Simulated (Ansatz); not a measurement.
**AlBH₂ (triplet): from Hartree-Fock to the top rungs, def2-TZVPP**

The task here is to estimate one member of a computed series from the others.

Program: Ansatz 0.2.0, Gaussian basis. Level of theory: def2-TZVPP, core rule «outside noble gas», up to 6 orbitals frozen. These are calculated values, not measurements.

To be run: UHF; ROHF; CCSD(T) on UHF.

2 further runs of the same task are left out: 2 set aside as unsound or not needed.

### The system

The geometry is a PBE0/def2-TZVP stationary point (not a proven minimum).

4 atoms, charge 0, spin multiplicity 3.

Atoms are counted from 1 here; the program's logs count them from 0.

Bond lengths: B1–Al2 1.909 Å, B1–H3 1.183 Å, Al2–H4 1.571 Å. Angles: Al2–B1–H3 180.0°, B1–Al2–H4 180.0°.

Set-up of the first run:

Contents of in.yaml:

```yaml
crystal:
  periodic: [false, false, false]
  atoms:
    - {symbol: B, position_ang: [0.000000, 0.000000, 1.051329]}
    - {symbol: Al, position_ang: [0.000000, 0.000000, -0.857484]}
    - {symbol: H, position_ang: [0.000000, 0.000000, 2.234417]}
    - {symbol: H, position_ang: [0.000000, 0.000000, -2.428262]}
basis:
  gaussian: {orbitals: def2-TZVPP}
magnetization: {spin_polarized: true, initial_magnetization: 2}
hamiltonian: {xc: hf}
output: {orbitals: {seedname: orbitals}}
```

On the command line:

```
> ansatz run in.yaml --threads 1 --pin off --events-out ev --progress --plain --max-ram 4096MiB --backend cpu
```

Steps of the session up to this table: UHF; ROHF; CCSD(T) on UHF.

One of the session's tables, all rows but one given; the rest of the session is left out.

| method | from UCCSD(T) (meV) |
| --- | --- |
| ROHF | +4980.2 |
| UHF | +4882.8 |
| UMP2 | ? |
| UCCSD | +186.8 |
| UCCSD(T) | 0 |

Estimate the missing values for UMP2.

The run gave: from UCCSD(T) (meV): +969.9. In the column «from UCCSD(T) (meV)» it lies between UCCSD (+186.8) and UHF (+4882.8).

With the free atoms at the same levels and basis (separate runs), the atomisation energy is 8.712 eV at UCCSD(T), 7.143 eV at ROHF.
